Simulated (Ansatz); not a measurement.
**AlH4+ (singlet): wave-function methods side by side at a displaced geometry (v1), cc-pVTZ**

How much of the correlation energy of AlH4+ (singlet) does each wave-function method recover here?

Method: cc-pVTZ, core rule «outside noble gas», up to 5 orbitals frozen; program: Ansatz 0.2.0, Gaussian basis.

Plan: UHF; CCSD(T) on RHF; BCCD(T) on RHF; CCSDT(Q) on RHF.

12 further runs of the same task are left out: 3 for a known fault of the program, 3 that didn't finish, 6 set aside as unsound or not needed.

### 1 The system

The geometry is a PBE0/def2-TZVP stationary point (not a proven minimum) with its atoms shifted at random (size 0.040 Å).

5 atoms, charge 1, spin multiplicity 1.

Atoms are counted from 1 here; the program's logs count them from 0.

Bond lengths: Al1–H4 1.537 Å, Al1–H5 1.571 Å, H2–H3 0.831 Å. Angles: H4–Al1–H5 159.5°.

Geometry (Å):

```xyz
5

Al    0.0035   -0.0001   -0.1133
H     0.0027   -0.4011    1.9166
H     0.0506    0.4278    1.8740
H    -0.0522    1.5172   -0.3534
H    -0.0945   -1.5405   -0.4049
```

### 2 UHF

File in.yaml:

```yaml
crystal:
  periodic: [false, false, false]
  atoms:
    - {symbol: Al, position_ang: [0.003490, -0.000127, -0.113278]}
    - {symbol: H, position_ang: [0.002657, -0.401063, 1.916619]}
    - {symbol: H, position_ang: [0.050621, 0.427833, 1.874005]}
    - {symbol: H, position_ang: [-0.052158, 1.517161, -0.353393]}
    - {symbol: H, position_ang: [-0.094539, -1.540530, -0.404884]}
basis:
  gaussian: {orbitals: cc-pVTZ}
total_charge: 1
magnetization: {spin_polarized: true, initial_magnetization: 0}
hamiltonian: {xc: hf}
output: {orbitals: {seedname: orbitals}}
```

Run with:

```console
> ansatz run in.yaml --threads 1 --pin off --events-out ev --progress --plain --max-ram 2393MiB
```

After this run come: CCSD(T) on RHF; BCCD(T) on RHF; CCSDT(Q) on RHF.

Before running them: what should the planned runs give, taken together? Wanted: RCCSDT(Q) below the RHF energy; RMP2 from RCCSDT(Q); RCCSD from RCCSDT(Q); RCCSD(T) from RCCSDT(Q); T1 diagnostic.

As calculated:

```
                         quantity                      value
   RCCSDT(Q) below the RHF energy                 -3.3436 eV
              RMP2 from RCCSDT(Q)                 +715.4 meV
             RCCSD from RCCSDT(Q)                  +44.4 meV
          RCCSD(T) from RCCSDT(Q)                   +9.9 meV
levels within 1 kcal/mol (43 meV)  RCCSD(T), BCCD(T), RCCSDT
                    T1 diagnostic                      0.008
```

What this shows: RCCSD(T) misses by +9.9 meV, 0.3 % of the correlation energy. These misses are within one basis, not against nature.
